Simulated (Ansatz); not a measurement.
**H₂SO (triplet): wave-function methods side by side at distance O1–H3 along a hydrogen transfer = 1.400 Å, cc-pVTZ**

The task here is to estimate one member of a computed series from the others.

Method: cc-pVTZ, core rule «outside noble gas», up to 6 orbitals frozen; program: Ansatz 0.2.0, Gaussian basis.

The runs, in order: UHF; CCSD(T) on ROHF; CCSD(T) on UHF; BCCD(T) on ROHF; CCSDT(Q) on ROHF; CCSDT(Q) on UHF; CASSCF and NEVPT2, 4 electrons in 4 orbitals; CASSCF and NEVPT2, 14 electrons in 10 orbitals.

## The system

The geometry derives from fragments relaxed apart (PBE0/def2-TZVP) and kept rigid, so it is no stationary point. A hydrogen atom is moved between rigid fragments.

4 atoms, charge 0, spin multiplicity 3.

Atoms are counted from 1 here; the program's logs count them from 0.

Bond lengths: O1–H2 0.960 Å, H3–S4 1.556 Å.

The first run:

The input, in.yaml:

```yaml
crystal:
  periodic: [false, false, false]
  atoms:
    - {symbol: O, position_ang: [-1.026673, -0.231644, 0.000000]}
    - {symbol: H, position_ang: [-1.275982, 0.694932, 0.000000]}
    - {symbol: H, position_ang: [0.373327, -0.231644, 0.000000]}
    - {symbol: S, position_ang: [1.929327, -0.231644, 0.000000]}
basis:
  gaussian: {orbitals: cc-pVTZ}
magnetization: {spin_polarized: true, initial_magnetization: 2}
hamiltonian: {xc: hf}
output: {orbitals: {seedname: orbitals}}
```

On the command line:

```console
ansatz run in.yaml --threads 1 --pin off --events-out ev --progress --plain --max-ram 2816MiB --backend cpu
```

Steps of the session up to this table: UHF; CCSD(T) on ROHF; CCSD(T) on UHF; BCCD(T) on ROHF; CCSDT(Q) on ROHF; CCSDT(Q) on UHF; CASSCF and NEVPT2, 4 electrons in 4 orbitals; CASSCF and NEVPT2, 14 electrons in 10 orbitals.

One table of the session follows, with a row left open; its other results are not shown here.

```
        method  from UCCSDT(Q) (kJ/mol)
          ROHF                  +1171.4
           UHF                  +1125.9
          RMP2                   +153.5
          UMP2                   +150.9
         RCCSD                    +48.5
         UCCSD                        ?
      RCCSD(T)                     +6.8
      UCCSD(T)                     +6.6
       BCCD(T)                     +5.8
        RCCSDT                     +2.7
        UCCSDT                     +2.3
     RCCSDT(Q)                     +0.2
     UCCSDT(Q)                        0
   CASSCF pair                  +1092.2
   NEVPT2 pair                   +125.9
CASSCF valence                  +1002.9
NEVPT2 valence                   +186.7
```

**Question.** Estimate the row for UCCSD.

The run gave: from UCCSDT(Q) (kJ/mol): +46.4. In the column «from UCCSDT(Q) (kJ/mol)» it lies between RCCSD(T) (+6.8) and RCCSD (+48.5).

Among the levels timed on like hardware and quicker than the yardstick, those that no quicker one beats, quickest first: NEVPT2 valence (3.9 s, +186.7 kJ/mol); NEVPT2 pair (5.5 s, +125.9 kJ/mol); BCCD(T) (7 s, +5.8 kJ/mol).

Caveats from the session: Of the multireference levels listed NEVPT2 pair comes nearest in total energy (+125.9 kJ/mol), which doesn't show that its space is the better one. Restricted and unrestricted rows rest on different reference determinants; where their highest levels disagree by more than a few hundredths of an eV, they describe different states and don't form one ladder.
